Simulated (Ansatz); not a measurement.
# Sb (model structure, started from the beta-Sn type, I4₁/amd, No. 141, 2 atoms in the cell): volume per atom by level of theory

No measured value is used here.

| level (code) | value (Å³/atom) |
|---|---|
| PBE (Ansatz) | ? |
| PBEsol (Ansatz) | 28.19 |
| PBE-D3(BJ) (Ansatz) | 28.19 |

Q: Complete the blanks.

A: 
- PBE (Ansatz, a program for electronic structure), value (Å³/atom): 29.53

Ansatz's density-functional and Hartree–Fock values are scalar-relativistic unless marked +SOC, with PAW data made under PBE.

A model structure was made by putting elements into a prototype or built by hand; it is no filed structure, need not be a known phase, and can be a saddle point held by its symmetry.
